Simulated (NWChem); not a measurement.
Program: NWChem. System: B (-1), charge -1, spin multiplicity 3. Its SCF solution wasn't tested for a lower state. Level: UMP2/aug-cc-pVDZ, 1 core orbitals frozen.

Input file:

```
start mol
memory heap 200 mb stack 900 mb global 1100 mb
charge -1
geometry units angstroms nocenter noautoz
  B      0.000000     0.000000     0.000000
  symmetry group D2h
end
basis spherical
  * library aug-cc-pvdz
end
scf
  uhf
  nopen 2
  maxiter 100
  thresh 1e-7
  semidirect memsize 60000000 filesize 0
  # guess.movecs holds the orbitals of an unrestricted PBE0 run
  vectors input guess.movecs output mol.movecs
end
mp2
  freeze core 1
end
task mp2 energy
```

Part of the output:

```
             Northwest Computational Chemistry Package (NWChem) 7.3.0
             --------------------------------------------------------

                                NWChem Input Module
                                -------------------

 Scaling coordinates for geometry "geometry" by  1.889725989
 (inverse scale =  0.529177249)

                             Geometry "geometry" -> ""
                             -------------------------

 Output coordinates in angstroms (scale by  1.889725989 to convert to a.u.)

  No.       Tag          Charge          X              Y              Z
 ---- ---------------- ---------- -------------- -------------- --------------
    1 B                    5.0000     0.00000000     0.00000000     0.00000000

 Effective nuclear repulsion energy (a.u.)       0.0000000000

            Nuclear Dipole moment (a.u.)
            ----------------------------
        X                 Y               Z
 ---------------- ---------------- ----------------
     0.0000000000     0.0000000000     0.0000000000

      Symmetry information
      --------------------

 Group name             D2h
 Group number             26
 Group order               8
 No. of unique centers     1

      Symmetry unique atoms

     1


 Summary of "ao basis" -> "" (spherical)
 ------------------------------------------------------------------------------
       Tag                 Description            Shells   Functions and Types
 ---------------- ------------------------------  ------  ---------------------
 *                        aug-cc-pvdz                 on all atoms

 Summary of "ao basis" -> "ao basis" (spherical)
 ------------------------------------------------------------------------------
       Tag                 Description            Shells   Functions and Types
 ---------------- ------------------------------  ------  ---------------------
 B                        aug-cc-pvdz                9       23   4s3p2d

                                 NWChem SCF Module
                                 -----------------

  ao basis        = "ao basis"
[...]
  AO/Fock/Back tols     =   1.0D-09  1.0D-09  1.0D-09

 GA uses MA = F    GA memory limited = T

 Available:
  local mem=  1.26D+08
 global mem=  1.44D+08
 local disk=  0.00D+00
  mp2_memr nvloc                    19
  nvloc new                    19
   1 passes of   3:        2097152                       2532                     54434.
   1 passes of   3: M    126155424           G      144178142           F     124058272.

 Semi-direct pass number   1 of   1  for UHF alpha       at        0.2s
  vrange nnbf                   276
  mp2_eaftype                    10  avail_ma_in_mb                  1099
 EAF : mp2_eaftype filesize          10      27217.
  mp2_eaf for mointskh                     10
Node 0 wrote      0.1 Mb in      0.0 s     Agg I/O rate:   523.1 Mb/s
 Done moints_semi at        0.2s
  mp2_eaftype                    10  avail_ma_in_mb                  1089
 EAF : mp2_eaftype filesize          10      27217.
  mp2_eaf for kh                    10
 Done maket at        0.2s
 Done multipass loop at        0.2s

 GA uses MA = F    GA memory limited = T

 Available:
  local mem=  1.26D+08
 global mem=  1.44D+08
 local disk=  0.00D+00
  mp2_memr nvloc                    21
  nvloc new                    21
   1 passes of   1:        2097152                       1614                     20652.
   1 passes of   1: M    126155424           G      144178142           F     124058272.

 Semi-direct pass number   1 of   1  for UHF beta        at        0.2s
  vrange nnbf                   276
  mp2_eaftype                    10  avail_ma_in_mb                  1099
 EAF : mp2_eaftype filesize          10      10326.
  mp2_eaf for mointskh                     10
Node 0 wrote      0.0 Mb in      0.0 s     Agg I/O rate:   494.6 Mb/s
 Done moints_semi at        0.3s
  mp2_eaftype                    10  avail_ma_in_mb                  1089
 EAF : mp2_eaftype filesize          10      10326.
  mp2_eaf for kh                    10
 Done maket at        0.3s
 Done multipass loop at        0.3s

          -------------------------------------------
          SCF energy                 -24.519542392232
          Correlation energy          -0.053380061352
          Singlet pairs                0.000000000000
          Triplet pairs                0.000000000000
          Total MP2 energy           -24.572922453584
          -------------------------------------------

          ---------------------------------------------------
                    Spin Component Scaled (SCS) MP2
          Same spin pairs                     -0.012062711798
          Same spin scaling factor             0.333333333333
          Opposite spin pairs                 -0.041317349554
          Opposite spin scaling fact.          1.200000000000
          SCS-MP2 correlation energy          -0.053601723398
          Total SCS-MP2 energy               -24.573144115630
          ---------------------------------------------------

 -----------------------
 Performance information
 -----------------------

 Timer overhead =  2.22D-07 seconds/call

               Nr. of calls         CPU time (s)                 Wall time (s)                GFlops
             ---------------    -------------------     ------------------------------   -------------------
Name         Min   Avg   Max    Min     Avg     Max     Min     Avg     Max   Mx/calls   Min     Max     Sum
mp2: moin     2     2     2   0.11    0.11    0.11     0.11    0.11    0.11    5.64E-2   0.0     0.0     0.0
mp2: make     2     2     2   1.97E-3 1.97E-3 1.97E-3  1.93E-3 1.93E-3 1.93E-3 9.67E-4   0.0     0.0     0.0
mp2: tota     1     1     1   0.14    0.14    0.14     0.14    0.14    0.14    0.14      0.0     0.0     0.0

 The average no. of pstat calls per process was 5.00D+00
 with a timing overhead of 1.11D-06s

 Task  times  cpu:        0.2s     wall:        0.2s

 Total times  cpu:        0.3s     wall:        0.3s
```
